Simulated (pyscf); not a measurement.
`[CH3][Cl]` + `[BH2][Cl]` → `[Cl][BH][Cl]` + `[CH4]` (four-centre exchange; singlet surface; C–Cl, B–H broken, B–Cl, C–H formed). Structures and frequencies: ωB97X-D3(BJ)/def2-SVP in PySCF. MP2 and CC: frozen core, UHF for open shells. ΔMP2 is the change of the MP2 total energy from the triple- to the quadruple-zeta basis. Energies in kcal/mol from the separated reactants.

```tsv
level	barrier	reaction energy
PBE/def2-TZVP	41.8	-40.1
M06-2X/def2-TZVP	51.6	-38.6
ωB97M-D3(BJ)/def2-TZVP	50.0	-39.5
HF/def2-TZVP	68.4	-36.6
CCSD/def2-TZVPP	56.7	-39.1
CCSD(T)/def2-TZVPP	52.9	-39.6
CCSD(T)/def2-TZVPP + ΔMP2(QZVPP)	[?]	[?]
```

### Question
Fill in the missing entries.

### Answer

- CCSD(T)/def2-TZVPP + ΔMP2(QZVPP), barrier: 52.2
- CCSD(T)/def2-TZVPP + ΔMP2(QZVPP), reaction energy: -39.3

On the reactant side the descent ends in a complex, 5.1 kcal/mol under the separated species and 56.2 kcal/mol under the saddle at ωB97X-D3(BJ)/def2-TZVP. This is the saddle that the search found; another between the same sides may lie lower. The CCSD(T) − MP2 part came from Ansatz, without density fitting, on the same reference.
